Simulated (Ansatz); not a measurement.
# BSiF+ (doublet): the correlation ladder, cc-pVDZ

The task here is to estimate one member of a computed series from the others.

The runs use Ansatz 0.2.0, Gaussian basis; cc-pVDZ, core rule «outside noble gas», up to 7 orbitals frozen.

The runs, in order: UHF; CCSD(T) on ROHF; CCSD(T) on UHF; BCCD(T) on ROHF; CISD as a restricted active space (open shells left free, so some higher excitations enter); CCSDT(Q) on ROHF; CCSDT(Q) on UHF; CASSCF and MRCISD+Q, 11 electrons in 11 orbitals; CASSCF and NEVPT2, 11 electrons in 11 orbitals.

32 further runs of the same task are left out: 2 for a known fault of the program, 12 that didn't finish, 18 set aside as unsound or not needed. Runs told in other sessions of the task aren't counted.

## The system

The geometry is a PBE0/def2-TZVP stationary point (not a proven minimum) of the parent state, kept for this charge and spin.

3 atoms, charge 1, spin multiplicity 2.

Atoms are counted from 1 here; the program's logs count them from 0.

Bond lengths: F1–B2 1.280 Å, B2–Si3 1.896 Å. Angles: F1–B2–Si3 180.0°.

Set-up of the first run:

File in.yaml:

```yaml
crystal:
  periodic: [false, false, false]
  atoms:
    - {symbol: F, position_ang: [0.000000, 0.000000, 1.485424]}
    - {symbol: B, position_ang: [0.000000, 0.000000, 0.205103]}
    - {symbol: Si, position_ang: [0.000000, 0.000000, -1.690526]}
basis:
  gaussian: {orbitals: cc-pVDZ}
total_charge: 1
magnetization: {spin_polarized: true, initial_magnetization: 1}
hamiltonian: {xc: hf}
output: {orbitals: {seedname: orbitals}}
```

Run with:

```
$ ansatz run in.yaml --threads 1 --pin off --events-out ev --progress --plain --max-ram 2393MiB
```

Among the steps run: UHF; CCSD(T) on ROHF; CCSD(T) on UHF; BCCD(T) on ROHF; CISD as a restricted active space (open shells left free, so some higher excitations enter); CCSDT(Q) on ROHF; CCSDT(Q) on UHF; CASSCF and MRCISD+Q, 11 electrons in 11 orbitals; CASSCF and NEVPT2, 11 electrons in 11 orbitals.

One table of the session follows, with a row left open; its other results are not shown here.

| method | from UCCSDT(Q) (meV) |
| --- | --- |
| ROHF | +9279.2 |
| UHF | +9173.2 |
| RMP2 | +1025.3 |
| UMP2 | +1154.0 |
| CISD | +1117.6 |
| RCCSD | +302.2 |
| UCCSD | +308.6 |
| RCCSD(T) | +52.8 |
| UCCSD(T) | +57.0 |
| BCCD(T) | ? |
| RCCSDT | +19.5 |
| UCCSDT | +20.2 |
| RCCSDT(Q) | +5.6 |
| UCCSDT(Q) | 0 |
| CASSCF valence | +5551.0 |
| NEVPT2 valence | +1274.5 |
| MRCISD valence | +459.4 |
| MRCISD+Q valence | +126.8 |

Q: Estimate the row for BCCD(T) from the others.

The run gave: from UCCSDT(Q) (meV): +45.6. In the column «from UCCSDT(Q) (meV)» it lies between UCCSDT (+20.2) and RCCSD(T) (+52.8).

To keep in mind: Restricted and unrestricted rows rest on different reference determinants; a gap between their highest levels can come from leftover correlation error, from unlike frozen cores or from another state.
